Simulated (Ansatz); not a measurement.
Relaxation of C2H2FNO (7 atoms, charge 0, multiplicity 1), to a largest force component of 0.02 eV/Å in at most 40 steps.

Theory: RKS B3LYP-D4/def2-SVP (Ansatz 0.2.0).

```xyz
7
Properties=species:S:1:pos:R:3:forces:R:3
N -1.316 -0.399 0.339 -0.65 0.13 -0.44
C -0.138 0.035 0.354 -0.67 -0.68 -0.28
F 0.332 0.467 1.504 1.59 0.87 0.59
C 0.792 0.027 -0.883 -5.60 -1.54 0.70
O 1.882 0.381 -0.863 5.21 1.66 0.05
H -1.727 -0.228 1.282 0.09 -0.39 -0.58
H 0.236 -0.352 -1.778 0.02 -0.05 -0.03
```

**Question.** Where does it end, and by what steps?

**Answer.** The run converged. After 7 steps the energy has fallen by 0.306 eV; F3 moved furthest, 0.14 Å.

| step | energy less start (eV) | largest force component (eV/Å) | accepted |
| --- | --- | --- | --- |
| 0 | 0.0000 | 5.598 | yes |
| 1 | -0.2378 | 1.013 | yes |
| 2 | -0.2703 | 0.768 | yes |
| 3 | -0.2936 | 0.485 | yes |
| 4 | -0.3018 | 0.246 | yes |
| 5 | -0.3051 | 0.081 | yes |
| 6 | -0.3053 | 0.095 | yes |
| 7 | -0.3056 | 0.018 | yes |

```xyz
7
Properties=species:S:1:pos:R:3
N -1.326 -0.364 0.322
C -0.137 0.037 0.372
F 0.467 0.506 1.469
C 0.746 0.023 -0.848
O 1.889 0.391 -0.840
H -1.797 -0.295 1.231
H 0.219 -0.366 -1.751
```

Whether the end is a true minimum wasn't checked by a vibrational analysis.

Time of the run: 19 s on 1 CPU thread of a shared host.
